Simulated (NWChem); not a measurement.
Species: N2 cation, doublet

All runs: NWChem. Spin-unrestricted. Structure relaxed at the B3LYP/6-31G* (spherical d), spin-unrestricted level. No stability test was run on the SCF state. Level: M06-2X/def2-SVP with SMD (1 M gas to 1 M solution), gas-phase geometry. Reactions with the solvent are ignored.

For solvent dichloromethane:

```
Quantity                                     Result
-------------------------------------------  ------
solvation free energy (kcal/mol)              -66.1
cavity-dispersion-structure term (kcal/mol)     3.5
```

### Question
How do the values read with solvent water instead?

### Answer
The solvation free energy (kcal/mol) comes out as -77.4 and the cavity-dispersion-structure term (kcal/mol) is 0.0.
